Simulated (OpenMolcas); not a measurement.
OpenMolcas input wanted

PN: 2 atoms, total charge 0, spin state singlet. SMILES: `N#P`. The bond length is the measured one.

```xyz
2

N     0.0000    0.0000    0.0000
P     0.0000    0.0000    1.4909
```

Settings wanted:

```yaml
method: HF
reference: RHF
relativity: DKH2
basis_set: ANO-RCC-MB
task: energy
nucleus: point
```

**Question.** Give an OpenMolcas 26.06 job that does this.

**Answer.** This one ran through:

step1.input:
```
* NP Hartree-Fock

&gateway
  coord
  2
  angstrom
  N        0.000000       0.000000       0.000000
  P        0.000000       0.000000       1.490866
  basis
  ANO-RCC-MB
  group
  NoSym

&seward

&scf
  prorbitals
  0
```

```bash
$ export MOLCAS_MEM=1860
$ pymolcas step1.input > step1.log
```

Calculated total energy: -395.85777 Eh.
